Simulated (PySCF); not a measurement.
## Bonding in `FCC1=NC1`

Compound: C3H4FN.
SMILES with atom numbers: `[F:1][CH2:2][C:3]1=[N:4][CH2:5]1` (hydrogens: H6, H7 on C2; H8, H9 on C5)

Geometry (GFN2-xTB, dihedral held, Å), atoms numbered from 1 in this order:
```xyz
9
C3H4FN angstrom
F      1.4797    0.6188    1.1803
C      1.2964   -0.2103    0.1029
C     -0.1105   -0.2015   -0.3237
N     -1.1033    0.4994   -0.6300
C     -1.3176   -0.9842   -0.5383
H      1.6137   -1.2133    0.4127
H      1.9394    0.1629   -0.7056
H     -1.4538   -1.5196   -1.4680
H     -1.8922   -1.3458    0.3034
```

Bond orders from the PBE0/pcSseg-1 density (PySCF). The geometry is a constrained GFN2-xTB structure with the dihedral F1–C2–C3–C5 held at 240°, isolated molecule; it need not be a minimum.

Q: Where do the orders between heavy atoms depart from those drawn in the SMILES?

A: The largest departure is 0.161, at C3–N4 (drawn double, 1.839).

Q: Give the Mayer order of every bond, beside its length.

A: 
```csv
bond,drawn as,length (Å),Mayer order
F1–C2,single,1.372,0.917
C2–C3,single,1.470,0.990
C3–N4,double,1.253,1.839
N4–C5,single,1.502,0.936
C5–C3,single,1.455,0.987
C2–H6,single,1.097,0.941
C2–H7,single,1.098,0.933
C5–H8,single,1.081,0.953
C5–H9,single,1.081,0.954
```

Bonds between the same two heavy elements. C–C: all 2 within 0.02 of one another (0.987 to 0.990). C–N: lowest N4–C5 (0.936, 1.502 Å), highest C3–N4 (1.839, 1.253 Å).

Q: Sum the orders of all bonds at each heavy atom with more than one neighbour and set the sums beside the valence in the SMILES.

A: C2 3.781 (drawn 4), C3 3.816 (drawn 4), N4 2.775 (drawn 3), C5 3.830 (drawn 4). Orders between atoms that aren't bonded are not in these sums.

The Mayer order sums products of elements of PS (density times overlap matrix) between the two atoms' basis functions, so it depends on the basis set.
